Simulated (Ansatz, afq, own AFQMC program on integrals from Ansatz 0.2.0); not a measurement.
# BSiH3, singlet → BSiH$_{3}$, triplet, worked out

```tsv
atom	x (Å)	y (Å)	z (Å)
Si	0.0000	0.0000	0.5052
B	0.0000	0.0000	-1.3160
H	0.0000	1.2660	1.2662
H	0.0000	-1.2660	1.2662
H	0.0000	0.0000	-2.4954
```

Connectivity, by distances: SiH2–BH.

Both states at this geometry.

Basis aug-cc-pVDZ. Noble-gas cores (and the filled d shells of Ga–Kr and In–Xe) are frozen. Integrals, coupled cluster, full CI and functionals: Ansatz 0.2.0; the random walks run on the same integrals in our own AFQMC program. ph-AFQMC/CISD is guided by a CISD state made of CCSD amplitudes; releasing the constraint for a short imaginary time cuts its bias at the price of noise, slowly where states lie close. Uncertainties: one standard error, sampling alone.

Total energies in eV. CBS is CCSD(T) at the limit of def2-TZVPP/QZVPP (extrapolated itself); the highest rung of each member is named.

Cautions: BSiH₃ (singlet): restricted determinant unstable towards unrestricted (UHF 27 meV lower, ⟨S²⟩ 0.27), its ph-AFQMC/CISD value lies 22 ± 5 meV above CCSDT(Q); BSiH₃ (triplet): another spin lies lower, the released energies move by 1.5 errors or more from one time to the next, so no released level is given (meV from the phaseless value at times in 1/Eh: -6 ± 4 at 0.24, -7 ± 4 at 0.51, -7 ± 3 at 0.99, -2 ± 4 at 1.62, -9 ± 4 at 2.40), though the last usable value meets CCSDT(Q) within the noise; core correlation is missing, and it shifts such a gap most where an s electron is promoted.

```tsv
member	count	CCSD(T)/aug-cc-pVDZ	highest rung in aug-cc-pVDZ	which	CCSD(T)/CBS
BSiH₃, triplet	+1	-8583.5347	-8583.5761	CCSDT(Q)	-8585.6723
BSiH₃, singlet	-1	-8584.3301	-8584.3829	CCSDT(Q)	-8586.4529
```

Question: Work out the best estimate of the vertical spin gap: the CCSD(T)/CBS difference plus the step from CCSD(T) to the highest rung.

Answer: Sums with the counts: CCSD(T)/CBS 0.7806 eV, highest rung 0.8068 eV, CCSD(T)/aug-cc-pVDZ 0.7954 eV. The step is 0.8068 − 0.7954 = 0.0114 eV, so the best estimate is 0.7806 + (0.0114) = 0.7920 eV = 18.3 kcal/mol. The basis set is worth -0.015 eV of it. Zero-point, core-correlation and spin–orbit terms aren't in it. Past Ne the Hartree–Fock part of each CBS total tends to overshoot, since the cores don't follow the formula; that largely cancels in the difference.

Best estimates are given only where the step beyond CCSD(T) is under 0.3 eV and no member's determinant is very poor (T1 over 0.05, or 0.07 for open shells, ⟨S²⟩ too high by 0.3, two states mixed), so the hardest cases are missing from such tables.

CCSDT and higher add their correlation energy to the determinant of the CCSD(T) run, since their own runs factorise the integrals more tightly (a shift of under 2 meV). Each member of a difference takes its own highest rung, so a best estimate needn't equal the limit plus the step of one row.
